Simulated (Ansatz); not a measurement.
System: chalcopyrite CuGaSe2. Method: LDA in Ansatz (plane waves, PAW).

Settings: plane-wave cutoff 520 eV, 8×8×8 k mesh, Fermi–Dirac smearing 0.01 eV, no spin polarisation, scalar-relativistic PAW data made under PBE.

Computed at the level's own relaxed cell.

**Question.** Predict the bulk modulus B0, volume per atom, band gap and lattice parameter a.

**Answer.** 
* **bulk modulus B0**: 77.9 GPa
* **volume per atom**: 20.78 Å³/atom
* **band gap**: 0.17 eV (direct)
* **lattice parameter a**: 5.509 Å

Measured, for comparison: band gap 1.67 eV (temperature not stated, no zero-point or thermal correction, direct or pseudo-direct at Γ; as tabulated in Ghosh et al. (2024), arXiv:2401.16805); lattice constant a 5.619 Å (293 K, no zero-point or thermal correction, our sources range from 5.596 to 5.619; as tabulated in Souilah et al., J. Solid State Chem. 183, 2274 (2010), by the Crystallography …). Computed (rounded) less measured: lattice constant a -2.0 % (-1.6 % to -2.0 % over the range). A static lattice is as a rule a little smaller and stiffer than an uncorrected measurement, which narrows the difference in the lattice constant a and would widen misses of the other sign.

Note: the bulk modulus comes from volumes at which shape and atoms were relaxed.

Spin–orbit coupling is not included.

Static lattice: no zero-point or thermal effects.

Computing time: roughly 40 core-minutes.

Ansatz is an electronic-structure program.
